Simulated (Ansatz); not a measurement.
Geometry optimisation, RKS B3LYP/def2-SVP in Ansatz.

The input (input.yaml):

```yaml
crystal:
  periodic: [false, false, false]
  atoms:
    - { symbol: Si, position_ang: [0.262605, 0.045775, -0.11327] }
    - { symbol: H, position_ang: [0.047044, -0.109897, 1.334795] }
    - { symbol: H, position_ang: [1.731089, -0.024301, -0.384861] }
    - { symbol: H, position_ang: [-0.24694, 1.364114, -0.574109] }
    - { symbol: H, position_ang: [-0.399287, -1.071873, -0.840617] }
    - { symbol: S, position_ang: [-2.901956, 0.166415, 1.0404] }
    - { symbol: H, position_ang: [-3.097993, -1.139613, 0.748761] }
    - { symbol: H, position_ang: [-1.768863, -0.103419, 1.779902] }
basis:
  gaussian: { orbitals: def2-SVP }
hamiltonian:
  xc: b3lyp
relax:
  f_tol: 0.03
  max_steps: 50
```

Command:

```bash
$ ansatz run input.yaml --threads 1 --pin off --max-ram 2048MiB --backend cpu --events-out ev --progress --plain --runs-dir out
```

Question: Where does it end, and by what steps?

Answer: The run converged. The force dipped under the threshold on the way, but the program's further checks kept it going. After 10 steps the energy has fallen by 0.166 eV; H8 moved furthest, 0.97 Å.

| step | energy less start (eV) | largest force component (eV/Å) | accepted |
| --- | --- | --- | --- |
| 0 | 0.0000 | 0.772 | yes |
| 1 | -0.1142 | 0.305 | yes |
| 2 | -0.1494 | 0.067 | yes |
| 3 | -0.1514 | 0.108 | yes |
| 4 | -0.1533 | 0.055 | yes |
| 5 | -0.1620 | 0.045 | yes |
| 6 | -0.1649 | 0.008 | yes |
| 7 | -0.1525 | 0.727 | no |
| 8 | -0.1653 | 0.016 | yes |
| 9 | -0.1656 | 0.112 | yes |
| 10 | -0.1660 | 0.012 | yes |

```xyz
8
Properties=species:S:1:pos:R:3
Si 0.512 0.057 -0.231
H 0.451 -0.127 1.247
H 1.939 -0.029 -0.664
H -0.030 1.392 -0.604
H -0.260 -1.023 -0.907
S -3.184 0.117 1.056
H -3.196 -1.216 0.828
H -2.605 -0.044 2.267
```

Whether the end is a true minimum wasn't checked by a vibrational analysis.

The run took 21 s on 1 thread of Arm Neoverse V1, with other jobs on the host, peak memory 0.12 GiB.
